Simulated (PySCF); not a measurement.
Diamond-structure Si: correlation energy from several methods in one and the same small orbital space (PySCF; 2 atoms at the zone centre, 8 electrons in 58 orbitals, empty ones MP2 natural orbitals of a TZ basis, lattice constant set to 5.7015 Å). Its volume lies 16 % above that of the crystal's usual cell. It tests the methods against each other and lies far from the crystal's limit.

CCSDT(Q) gives -2.8811 eV per atom.

### Question
What share of it do MP2, CCSD, CCSD(T), CCSDT recover?

### Answer
MP2 67.8 %; CCSD 93.9 %; CCSD(T) 98.1 %; CCSDT 99.6 %.

| method | E_corr (eV per atom) | share of CCSDT(Q) (%) | difference (meV) |
|---|---|---|---|
| MP2 | -1.9537 | 67.8 | 927 |
| CCSD | -2.7053 | 93.9 | 176 |
| CCSD(T) | -2.8267 | 98.1 | 54 |
| CCSDT | -2.8692 | 99.6 | 12 |
| CCSDT(Q) | -2.8811 | 100.0 | 0 |

MP2, (T) and (Q) use filled levels shifted down by the Madelung term, which in so small a cell is a large part of the gap, so these rows hang on it.

CCSDT(Q) is the highest level reached here, not an exact value.
